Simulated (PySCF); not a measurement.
**Worked example: NH, triplet against NH⁻, doublet**

Geometry (PBE0/def2-TZVPD stationary point of a doublet), kept for both states (NH⁻, doublet: Π; NH, triplet: Σ⁻):

```xyz
2

N     0.0000    0.0000    0.0000
H     0.0000    0.0000    1.0366
```

Basis aug-cc-pVDZ; PySCF 2.14.0. Correlated methods freeze the noble-gas cores. Prefix R: restricted or restricted open-shell reference; prefix U: unrestricted.

Full CI isn't at hand for all of this; RCCSDT serves as the reference. It lacks quadruple excitations. The frozen core follows each run's orbitals, which can shift R against U totals by a few meV.

The highest occupied Kohn–Sham level of the anion is positive, up to +3.02 eV, so in those functionals the extra electron is held by the basis alone, which enters their differences from the reference.

```
   level  E(NH⁻, doublet) (hartree)  E(NH, triplet) (hartree)
     UHF                 -54.917715                -54.971990
    UMP2                 -55.085819                -55.082546
UCCSD(T)                 -55.107639                -55.105599
     PBE                 -55.178239                -55.159839
 wB97M-V                 -55.220726                -55.209434
  RCCSDT                 -55.108430                -55.105972
```

Q: Give the vertical gap, NH triplet less NH⁻ doublet, at each level in eV (1 hartree = 27.2114 eV), and each error against RCCSDT.

A: RCCSDT: (-55.105972 − (-55.108430)) × 27.2114 = 0.067 eV (the reference)
wB97M-V: (-55.209434 − (-55.220726)) × 27.2114 = 0.307 eV, error 0.240 eV
PBE: (-55.159839 − (-55.178239)) × 27.2114 = 0.501 eV, error 0.434 eV
UCCSD(T): (-55.105599 − (-55.107639)) × 27.2114 = 0.056 eV, error -0.011 eV
UMP2: (-55.082546 − (-55.085819)) × 27.2114 = 0.089 eV, error 0.022 eV
UHF: (-54.971990 − (-54.917715)) × 27.2114 = -1.477 eV, error -1.544 eV

Total energies of functionals can't be set beside those of wave-function methods, since they hold the core's correlation and their own absolute errors; only the differences compare.

In so small a basis the reference is far from its limit while semilocal and hybrid functionals are nearer theirs, so the functionals' errors here hold much of the reference's basis and frozen-core error, which can add to them or hide them.

Each level lands on the state that its own search finds. T1 diagnostics of restricted CCSD: 0.028 and 0.021.
